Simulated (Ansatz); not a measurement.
in.yaml

```yaml
crystal:
  periodic: [false, false, false]
  atoms:
    - {symbol: Zr, position_ang: [0.000000, 0.000000, 3.612100]}
    - {symbol: O, position_ang: [0.000000, 0.000000, -1.321900]}
    - {symbol: H, position_ang: [0.000000, 0.000000, -2.290200]}
basis:
  gaussian: {orbitals: def2-SVP}
total_charge: 1
correlation: {method: fic_mrcisd_q, electrons: outside_noble_gas, active_space: {window: {electrons: 10, orbitals: 11}, shells: [{species: H, l: s, shell: 1}, {species: O, l: s, shell: 2}, {species: O, l: p, shell: 2}, {species: Zr, l: s, shell: 5}, {species: Zr, l: d, shell: 4}]}}
```

```sh
$ ansatz run in.yaml --threads 2 --pin off --events-out ev --progress --plain --max-ram 16896MiB --backend cuda --devices 0, --max-vram 18GiB
```

The program prints:

```
805 factors; integrals over basis functions are off by at most 2.0e-7 eV
mean field evaluation 1: about -3280.6682 eV, gradient 8.1e1 eV
mean field evaluation 2: about -3280.6678 eV, gradient 8.1e1 eV
mean field evaluation 4: about -3284.6748 eV, gradient 6.2e1 eV
mean field evaluation 8: about -3288.5392 eV, gradient 4.9e1 eV
mean field evaluation 16: about -3299.3660 eV, gradient 3.3e0 eV
mean field evaluation 32: about -3300.4990 eV, gradient 3.5e-1 eV
mean field evaluation 64: about -3296.0006 eV, gradient 1.9e1 eV
mean field evaluation 96: about -3296.4922 eV, gradient 2.8e1 eV
mean field evaluation 128: about -3296.5133 eV, gradient 6.2e-7 eV
mean field evaluation 160: about -3300.5204 eV, gradient 2.2e-1 eV
...
mean field evaluation 576: about -3300.0768 eV, gradient 9.7e0 eV
mean field -3300.55658585 eV, -121.2932173324 hartree, gradient 1.8e-6 eV, S^2 0.000000; 25 other end points of the search recorded, 0 dependent functions left out; unrestricted orbitals would lower it
reference -3300.55658585 eV, -121.2932173324 hartree; 10, 10 occupied and 40, 40 virtual orbitals, 805 factors
state -3307.86562995 eV, -121.5618197489 hartree
contracted CI cycle   1: correlation 0.00000000 eV, 0.0000000000 hartree, residual 2.21e1 eV
contracted CI cycle   2: correlation -4.05005246 eV, -0.1488366828 hartree, residual 3.73e0 eV
contracted CI cycle   3: correlation -4.19354783 eV, -0.1541100402 hartree, residual 8.15e-1 eV
contracted CI cycle   4: correlation -4.20222706 eV, -0.1544289961 hartree, residual 2.16e-1 eV
contracted CI cycle   5: correlation -4.20286861 eV, -0.1544525728 hartree, residual 5.67e-2 eV
contracted CI cycle   6: correlation -4.20291746 eV, -0.1544543679 hartree, residual 1.71e-2 eV
contracted CI cycle   7: correlation -4.20292123 eV, -0.1544545065 hartree, residual 4.92e-3 eV
contracted CI cycle   8: correlation -4.20292150 eV, -0.1544545162 hartree, residual 1.66e-3 eV
contracted CI cycle   9: correlation -4.20292153 eV, -0.1544545173 hartree, residual 4.60e-4 eV
state -3307.86562995 eV, -121.5618197489 hartree; corrected -3312.27048906 eV, -121.7236953354 hartree
Total energy: -3312.27048906 eV, -121.7236953354 hartree
Checks for a lower state left out: starts, orbital_swaps
```

Ran on 2 threads of AMD EPYC 7R13 with a shared H100 80 GB, shared host: 25 s wall, 1 GiB peak host memory.
